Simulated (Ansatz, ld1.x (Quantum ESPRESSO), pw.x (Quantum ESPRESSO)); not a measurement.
# What a changed setting does to a pw.x run (fcc Pt)

Potential: norm-conserving Troullier–Martins (Kleinman–Bylander form), ld1.x (Quantum ESPRESSO) 7.5, PBE; core [Xe] 4f14, reference 5d9 6s1 6p0; waves: 6p (bound, empty): rc 3.65 bohr; 5d (bound): rc 2.08 bohr; 5f channel at 0.05 Ry: rc 3.95 bohr; 6s (bound): rc 2.20 bohr; local part: the s channel; core correction: Bessel-smoothed model core inside 1.45 bohr.

The reference run (k-mesh 14³, cutoffs 70/280 Ry, Fermi–Dirac 0.01 Ry, mixing_beta 0.4, conv_thr 1e-9, no spin) gives 2.65 GPa at 15.640 Å³/atom, where all-electron LAPW gives 0.53 GPa. This run, with its own iteration cap, changes mixing_beta to 0.9.

```
&control
  calculation='scf', prefix='x', pseudo_dir='./', outdir='./tmp', tstress=.true., disk_io='none'
/
&system
  ibrav=0, nat=1, ntyp=1, ecutwfc=70, ecutrho=280, nbnd=12,
  occupations='smearing', smearing='fd', degauss=0.01
/
&electrons
  conv_thr=1e-09, mixing_beta=0.9, electron_maxstep=50
/
ATOMIC_SPECIES
Pt 1.0 Pt.UPF
CELL_PARAMETERS angstrom
  0.00000000 1.98488607 1.98488607
  1.98488607 0.00000000 1.98488607
  1.98488607 1.98488607 0.00000000
ATOMIC_POSITIONS crystal
Pt 0.0000 0.0000 0.0000
K_POINTS automatic
14 14 14 0 0 0
```

```bash
pw.x < Pt.scf.in > Pt.scf.out
```

How does the run end?

It converges in 6 iterations; the free energy moves by +0.0 meV/atom and the pressure by -0.01 GPa. The result is that of the reference run.

```
Message from routine setup:
     using ibrav=0 with symmetry is DISCOURAGED, use correct ibrav instead
     lattice parameter (alat)  =       5.3046  a.u.
     unit-cell volume          =     105.5440 (a.u.)^3
     number of electrons       =        10.00
     number of Kohn-Sham states=           12
     kinetic-energy cutoff     =      70.0000  Ry
     charge density cutoff     =     280.0000  Ry
     scf convergence threshold =      1.0E-09
     Exchange-correlation= PBE
     number of k points=   104  Fermi-Dirac smearing, width (Ry)=  0.0100
     iteration #  1     ecut=    70.00 Ry     beta= 0.90
     total energy              =     -79.55776482 Ry
     estimated scf accuracy    <       0.08289187 Ry
     iteration #  2     ecut=    70.00 Ry     beta= 0.90
     total energy              =     -79.57639155 Ry
     estimated scf accuracy    <       0.06634161 Ry
     iteration #  3     ecut=    70.00 Ry     beta= 0.90
     total energy              =     -79.59027395 Ry
     estimated scf accuracy    <       0.00002931 Ry
     iteration #  4     ecut=    70.00 Ry     beta= 0.90
     total energy              =     -79.59033310 Ry
     estimated scf accuracy    <       0.00000191 Ry
     iteration #  5     ecut=    70.00 Ry     beta= 0.90
     total energy              =     -79.59033306 Ry
     estimated scf accuracy    <       0.00000030 Ry
     iteration #  6     ecut=    70.00 Ry     beta= 0.90
     the Fermi energy is    16.9072 ev
!    total energy              =     -79.59033308 Ry
     estimated scf accuracy    <          5.9E-10 Ry
     smearing contrib. (-TS)   =      -0.00673818 Ry
     The total energy is F=E-TS. E is the sum of the following terms:
     one-electron contribution =      16.16445634 Ry
     hartree contribution      =       4.23316937 Ry
     xc contribution           =     -38.86424867 Ry
     ewald contribution        =     -61.11697194 Ry
     convergence has been achieved in   6 iterations
          total   stress  (Ry/bohr**3)                   (kbar)     P=       26.40
     Message from routine punch:
     Nothing written, as per user request (disk_io='none')
```

The run took about 15 s on one core of a shared host (Neoverse-V1, 32 threads, 247 GiB, load 11).
